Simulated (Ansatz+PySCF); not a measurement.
Values are calculated unless marked as measured or tabulated.
## B2H6 → 2 BH3

B2H6 (charge 0, multiplicity 1):
```tsv
atom	x (Å)	y (Å)	z (Å)
B	0.0000	0.0000	0.8809
B	0.0000	0.0000	-0.8809
H	0.9934	0.0000	0.0000
H	-0.9934	0.0000	0.0000
H	0.0000	1.0515	1.4667
H	0.0000	-1.0515	1.4667
H	0.0000	1.0515	-1.4667
H	0.0000	-1.0515	-1.4667
```

BH3 (charge 0, multiplicity 1):
```xyz
4

B     0.0000    0.0000    0.0000
H     1.2065    0.0000    0.0000
H    -0.6033    1.0449    0.0000
H    -0.6033   -1.0449    0.0000
```

Shapes relaxed with PBE0/def2-SVP. Single points in def2-SVP with Ansatz (development build ahead of 0.2.0), no zero-point energy. Correlated methods freeze no orbital on H to Be, one on B to Mg, five on Al to Zn, nine on Ga to Sr.

| method | reaction energy |
| --- | --- |
| CCSD (restricted) | 1.737 eV |
| CCSD(T) (restricted) | 1.822 eV |
| HF (restricted) | 1.023 eV |
| PBE (restricted) | 2.297 eV |
| PBE0 (restricted) | 2.202 eV |
| r2SCAN (restricted) | 2.188 eV |
| wB97X (restricted) | 1.936 eV |

Q: What does MP2 (restricted) give?

A: 1.878 eV.
